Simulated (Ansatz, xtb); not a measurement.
A geometry optimisation of AlBHS with r2SCAN-D4/def2-SVP

The starting geometry of this gas-phase doublet was built from a drawn formula by distance geometry and a force field; its bonds are those of `[B][AlH][S]`.

```xyz
4

Al    1.7995    1.3305    0.1944
B    -0.1488    1.4090    0.8330
S     2.6883    3.1749   -0.7465
H     2.7143    0.0657    0.4165
```

Q: Where would you expect an optimisation with r2SCAN-D4/def2-SVP to take it?

A: It rearranges to `[B]1[AlH][S]1`. Contacts that close: B2–S3 (3.70 → 1.78 Å).

The energy falls by 2.90 eV over 12 steps:

| step | E − E(last) (eV) |
| --- | --- |
| 1 | 2.897 |
| 2 | 2.576 |
| 3 | 2.166 |
| 5 | 1.162 |
| 6 | 0.501 |
| 7 | 0.206 |
| 8 | 0.055 |
| 10 | 0.001 |
| 11 | 0.000 |
| 12 | 0.000 |

Final geometry (Å):

```xyz
4

Al    1.8066    0.8416    0.4039
B     0.3619    2.2775    0.3365
S     1.8219    2.9761   -0.3965
H     3.0630   -0.1150    0.3535
```

From the same start GFN2-xTB reaches the same bonding as this run.

No frequencies were run, so the end isn't proven a minimum. Open shells are spin-unrestricted. Run with Ansatz 0.2.0, 56 s on 2 threads of Arm Neoverse V1, with other jobs on the host.
